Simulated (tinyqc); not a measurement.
Worked calculation: geometry optimisation on the UHF/sto-3g surface (energies and gradients from PySCF), for BH, spin multiplicity 3. Computed by tinyqc, a small Python program that keeps every step (integrals from PySCF). Settings: charge = 0, multiplicity = 3, basis = sto-3g, optimiser = bfgs, first Hessian = 0.15, largest step = 0.5, iteration cap = 30. Command: `OMP_NUM_THREADS=1 python tinyqc.py 30147 30148 out.jsonl` (the two numbers bound the seeds that draw the settings). One thread of a shared host (Intel(R) Xeon(R) Processor @ 2.60GHz), about 0.3 s of CPU time with the checks.

## Step 1: energy and gradient

positions at the start (bohr):
```
           x         y         z
1B  0.000000  0.000000  0.000000
2H  0.000000  0.000000  2.169406
```

Self-consistent energy and analytic gradient at these positions.

energy = -24.75141769 hartree

gradient (hartree/bohr):
```
             x           y            z
1B  0.00000000  0.00000000   0.00504473
2H  0.00000000  0.00000000  -0.00504473
```

## Step 1: move

Quasi-Newton step p = -H^(-1) g (first H = 0.15 times the unit matrix); steps longer than 0.5 bohr are cut back.

positions after step 1 (bohr):
```
           x         y          z
1B  0.000000  0.000000  -0.033632
2H  0.000000  0.000000   2.203037
```

## Step 2: energy and gradient

As before.

energy = -24.75094452 hartree

gradient (hartree/bohr):
```
             x           y            z
1B  0.00000000  0.00000000  -0.01850196
2H  0.00000000  0.00000000   0.01850196
```

## Step 2: move

inverse Hessian in use (bohr^2/hartree), lower triangle:
```
          1         2         3         4         5         6
1  6.666667
2  0.000000  6.666667
3  0.000000  0.000000  4.047479
4  0.000000  0.000000  0.000000  6.666667
5  0.000000  0.000000  0.000000  0.000000  6.666667
6  0.000000  0.000000  2.619188  0.000000  0.000000  4.047479
```

Quasi-Newton step p = -H^(-1) g (the inverse Hessian comes from BFGS updates; coordinates in the order x, y, z of each atom); steps longer than 0.5 bohr are cut back.

positions after step 2 (bohr):
```
           x         y          z
1B  0.000000  0.000000  -0.007205
2H  0.000000  0.000000   2.176611
```

## Step 3: energy and gradient

As before.

energy = -24.75145157 hartree

gradient (hartree/bohr):
```
             x           y            z
1B  0.00000000  0.00000000  -0.00031374
2H  0.00000000  0.00000000   0.00031374
```

## Step 3: move

inverse Hessian in use (bohr^2/hartree), lower triangle:
```
          1         2         3         4         5         6
1  6.666667
2  0.000000  6.666667
3  0.000000  0.000000  4.059797
4  0.000000  0.000000  0.000000  6.666667
5  0.000000  0.000000  0.000000  0.000000  6.666667
6  0.000000  0.000000  2.606869  0.000000  0.000000  4.059797
```

As before.

positions after step 3 (bohr):
```
           x         y          z
1B  0.000000  0.000000  -0.006750
2H  0.000000  0.000000   2.176155
```

## Convergence

Stop when the largest gradient component is below 3e-5 hartree/bohr. The inverse Hessian follows the BFGS update with s = step, y = change of gradient.

Course of the optimisation:

| step | E (hartree) | largest gradient (hartree/bohr) |
|---|---|---|
| 1 | -24.75141769 | 5.04e-03 |
| 2 | -24.75094452 | 1.85e-02 |
| 3 | -24.75145157 | 3.14e-04 |
| 4 | -24.75145170 | 2.00e-05 |

Final distances (angstrom):

| pair | distance |
|---|---|
| 2H-1B | 1.155143 |

Converged in 4 steps.
